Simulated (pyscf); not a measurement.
## Addition: `[Cl][C]([Cl])[Cl]` [doublet] + `[CH]#[CH]` -> `[CH]=[CH][C]([Cl])([Cl])[Cl]` [doublet]

Gas phase, doublet surface, charge 0. Bonds broken: none. Bonds formed: C2–C5. Structures and frequencies: ωB97X-D3(BJ)/def2-SVP in PySCF.

Transition state (Å):

```xyz
8

Cl     0.1785     1.8763     0.0911
C      0.1098     0.2773    -0.5577
Cl     1.6629    -0.4199    -0.8871
Cl    -1.0257     0.0880    -1.8545
C     -0.6896    -1.0450     0.9672
C     -0.9560    -0.4502     2.0089
H     -0.6140    -1.9052     0.3150
H     -1.1354     0.2073     2.8430
```

One imaginary mode, 592i cm⁻¹; descent along it reached the two sides named.

```json
[
 {"bond": "C2–C5", "change": "forms", "reactant side (Å)": "3.1", "saddle": "2.171", "product side": "1.516"}
]
```

Electronic energies relative to the separated reactants (kcal/mol):

```
level                   barrier  reaction energy  reverse barrier
----------------------  -------  ---------------  ---------------
ωB97X-D3(BJ)/def2-TZVP      7.5            -21.5             29.0
PBE/def2-TZVP               5.9            -18.1             24.0
r²SCAN/def2-TZVP            5.3            -21.4             26.7
B3LYP-D3(BJ)/def2-TZVP      6.3            -18.4             24.7
PBE0-D3(BJ)/def2-TZVP       5.6            -23.3             29.0
M06-2X/def2-TZVP            7.7            -19.9             27.6
ωB97M-D3(BJ)/def2-TZVP      8.6            -18.9             27.4
HF/def2-TZVP               17.4            -17.0             34.4
```

With ωB97M-D3(BJ)/def2-TZVP energies and thermal terms (ideal gas, 1 atm, RRHO with modes under 100 cm⁻¹ raised to 100, one conformer, R ln 2 for rigid chiral ones), in kcal/mol:

```csv
T (K),ΔH‡,ΔG‡,ΔH,ΔG
298,8.3,17.7,-17.2,-6.8
600,8.7,27.1,-17.0,+3.8
900,9.0,36.2,-16.4,+14.1
1200,9.4,45.1,-15.6,+24.1
```

•HC=CH–C(Cl)(Cl)–Cl lies 38.3 kcal/mol over its isomer Cl–CH=CH–C•(Cl)–Cl, and others may lie lower still (electronic energy, ωB97M-D3(BJ)). This is the saddle that the search found; another between the same sides may lie lower.
